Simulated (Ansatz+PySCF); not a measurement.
# singlet N₂H₂: levels of theory in one basis

```xyz
4

N     0.0000    0.0001   -0.5666
N     0.0000   -0.0001    0.5666
H     0.0000    0.9161   -0.8410
H     0.0000   -0.9161    0.8410
```

Basis set: def2-SVP (spherical functions). Left uncorrelated: 2 orbitals. Charge 0, multiplicity 1.

Computed with Ansatz (development build ahead of 0.2.0); each method stands on the lowest determinant of its kind that the runs found. NEVPT2 correlates all electrons. Active spaces start from the frontier orbitals, and the lowest solution found is given.

```tsv
method	E − E(RHF) (eV)	<S²> of the determinant
RHF	0.00	0.00
RHF-MP2	-8.51	–
RHF-CCSD	-9.04	–
CASSCF(2,2)	-0.89	–
SC-NEVPT2(2,2)	-8.72	–
```

Task: What does RHF-CCSD(T) give on the same scale?

Result: -9.29 eV.

Task: Is a single determinant a sound starting point here?

Result: By this sign, yes. Unrestricted orbitals gain 0.00 eV and <S²> is 0.00 against 0.00 for a pure state. The CASSCF(2,2) natural occupations are 1.93, 0.07.

Caution for CASSCF(2,2): other starts end on other solutions of this active space.
